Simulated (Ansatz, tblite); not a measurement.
# The cluster Na3: removing and adding an electron

An exercise on one series of results from a longer session: the logs are not shown, and one member is left open.

Computed with Ansatz 0.2.0, Gaussian basis. Level: as each input shows.

Levels to be run: charge +1 singlet, at the geometry of the doublet (PBE0/def2-TZVP, PBE/def2-TZVP, r2SCAN/def2-TZVP, PBE-QIDH/def2-TZVP, r2SCAN0/def2-TZVP, r2SCANh/def2-TZVP, B97M-V/def2-TZVP, B2PLYP/def2-TZVP, CCSD(T)/def2-TZVPP); charge -1 singlet, at the geometry of the doublet (PBE0/def2-TZVPD, PBE/def2-TZVPD, r2SCAN/def2-TZVPD, CCSD(T)/def2-TZVPD); charge -1 singlet, relaxed (PBE0/def2-TZVPD, PBE/def2-TZVPD); the starting doublet's energies come from earlier runs.

16 further runs of the same task are left out: 16 that didn't finish.

### The geometry

The geometry is that of the doublet, from an earlier relaxation (B3LYP/def2-TZVP). At that level it is the lowest of the isomers that a small search found.

3 atoms, charge 0, spin multiplicity 2.

Atoms are counted from 1 here; the program's logs count them from 0.

Bond lengths: Na1–Na2 3.225 Å, Na2–Na3 3.225 Å. Angles: Na1–Na2–Na3 94.0°.

Set-up of the first run:

File in.yaml:

```yaml
crystal:
  periodic: [false, false, false]
  atoms:
    - {symbol: Na, position_ang: [2.180833, -1.145502, 0.175897]}
    - {symbol: Na, position_ang: [-1.027758, -1.037973, -0.125915]}
    - {symbol: Na, position_ang: [-1.153075, 2.183464, -0.049992]}
basis:
  gaussian: {orbitals: def2-TZVP}
total_charge: 1
hamiltonian: {xc: pbe0}
output: {orbitals: {seedname: orbitals}}
```

Launch:

```bash
> ansatz run in.yaml --threads 2 --pin off --events-out ev --progress --plain --max-ram 4352MiB
```

Steps of the session up to this table: Charge +1 singlet at the fixed geometry, PBE0/def2-TZVP; Charge +1 singlet at the fixed geometry, PBE/def2-TZVP; Charge +1 singlet at the fixed geometry, r2SCAN/def2-TZVP; Charge +1 singlet at the fixed geometry, PBE-QIDH/def2-TZVP; Charge +1 singlet at the fixed geometry, r2SCAN0/def2-TZVP; Charge +1 singlet at the fixed geometry, r2SCANh/def2-TZVP; Charge +1 singlet at the fixed geometry, B97M-V/def2-TZVP; Charge +1 singlet at the fixed geometry, B2PLYP/def2-TZVP; Charge +1 singlet at the fixed geometry, CCSD(T)/def2-TZVPP.

One table of the session follows, with a row left open; its other results are not shown here.

It belongs to the step «Vertical ionisation energy». Beside −ε(HOMO) of the starting state (over both spins):

| level | −ε(HOMO) (eV) | by difference (eV) | mismatch (eV) |
| --- | --- | --- | --- |
| PBE/def2-TZVP | 2.66 | 4.33 | -1.67 |
| r2SCAN/def2-TZVP | 2.76 | 4.27 | -1.51 |
| B97M-V/def2-TZVP | 2.54 | 4.29 | -1.75 |
| r2SCANh/def2-TZVP | ? | ? | ? |
| PBE0/def2-TZVP | 3.10 | 4.29 | -1.19 |
| r2SCAN0/def2-TZVP | 3.20 | 4.28 | -1.08 |

Q: Estimate the row for r2SCANh/def2-TZVP from the others.

Worked estimate for «−ε(HOMO) (eV)». Against the share of exact exchange, r2SCAN/def2-TZVP (0, 2.76), r2SCAN0/def2-TZVP (0.25, 3.20) give a slope of 1.76 per unit share; at 0.1 the line stands at 2.94.

**Answer.** −ε(HOMO) (eV): 2.93; by difference (eV): 4.27; mismatch (eV): -1.34. In «−ε(HOMO) (eV)» the line misses by +0.01.

Limits of these values: CCSD(T)/def2-TZVPP is no safe reference here (spin contamination). CCSD(T)/def2-TZVPD is no safe reference here (spin contamination). The anion's highest level is positive in at least one run, so there the basis alone may hold the extra electron.
